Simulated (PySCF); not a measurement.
Species: C2H4Al (charge -1).
Numbering: `[CH:1]#[C:2][AlH3-:3]` (hydrogens: H4 on C1; H5, H6, H7 on Al3)

The closed-shell ground state was solved at several levels (PySCF, density fitting, gas phase, non-relativistic). Geometry: PBE0-D3(BJ)/def2-SVP; no solvent, vibrations or thermal averaging. The geometry's basis has no diffuse functions, a weakness for an anion. No diffuse functions stand in pcSseg-1 and pcSseg-2, which bears on an anion's orbital energies.

```
            level  basis functions  total energy (Eh)  HOMO (eV)  LUMO (eV)  gap (eV)
wB97X-D/def2-SVPD               96          -320.8556      -4.39       5.28      9.67
    PBE0/pcSseg-1               78          -320.7853      -2.45       5.33      7.78
```

**Question.** Estimate the row for B97-2/pcSseg-2, a basis of 171 functions; the other rows only guide the guess.

**Answer.** Total energy -321.0384 Eh, HOMO -2.30 eV, LUMO 4.46 eV, gap 6.76 eV.

**Question.** Over all these levels, which gives the widest orbital gap and which the narrowest?

**Answer.** wB97X-D/def2-SVPD (range-separated hybrid) has the widest, 9.67 eV, and B97-2/pcSseg-2 (global hybrid, 21 % exact exchange) the narrowest, 6.76 eV. Functional and basis both differ between the two, so the spread mixes both effects.

The pairwise dispersion term of wB97X-D wasn't added to the energies; at a given geometry it leaves orbitals and properties as they are.
